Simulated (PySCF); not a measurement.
Level of theory: PBE-D3(BJ)/def2-TZVP // PBE0-D3(BJ)/def2-TZVP (PySCF). Gas-phase values, no solvent. 

Reference species (SMILES): `F[Si](F)(F)F` (neutral, multiplicity 1).

The HOMO is -10.59 eV and the S1 oscillator strength is 0.000.

Changed species: `F[SiH3]` (3 of 4 F replaced by H; the reference has 0 of 4 F replaced by H).

### Question
Predict the effect on the HOMO and S1 oscillator strength.

### Answer
the HOMO rises by 2.29 eV, to -8.30 eV; the S1 oscillator strength is nearly the same.
